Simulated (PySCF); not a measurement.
# NMR data sheet: C6H6

```
Formula                               : C6H6
SMILES                                : c1ccccc1
InChI                                 : InChI=1S/C6H6/c1-2-4-6-5-3-1/h1-6H
Point group of the computed structure : D6h
Degrees of unsaturation               : 4
Carbon signals                        : 1
Proton signals                        : 1
```

Atom-mapped SMILES (the numbers label the heavy atoms): `[cH:1]1[cH:2][cH:3][cH:4][cH:5][cH:6]1` (H(Xn): hydrogen on atom n).

Non-relativistic, isolated molecule, one averaged value for each set of equivalent atoms, one computed conformer. Shielding tensors at B3LYP/pcSseg-1 (GIAO); geometry from PBE0-D3(BJ)/def2-SVP; PySCF 2.14.

Shifts are taken against calculated references (same method and geometry level): $^{1}$H (σ = 31.38 ppm), $^{13}$C (σ = 179.24 ppm) against TMS.

| carbon | δC, type | δH (multiplicity) | HMBC from (2–3 bonds) | span of the C tensor (ppm) |
| --- | --- | --- | --- | --- |
| C1/C2/C3/C4/C5/C6 | 134.5, CH | 7.33 (s) | H(C1)/H(C2)/H(C3)/H(C4)/H(C5)/H(C6) | 239 |

1. Carbon types of the structure: 6 × CH, which accounts for all hydrogens.
2. δC 134.5: aromatic CH; the aromatic region.
3. δH 7.33: hydrogen on an aromatic CH; the ring current deshields protons in the ring plane.

Shifts are as computed, not scaled to solution data. Of 246 compounds with measured shifts, 49 miss one by over three times the rms of a fit or turn the order of signals round; such compounds aren't used in these exercises.
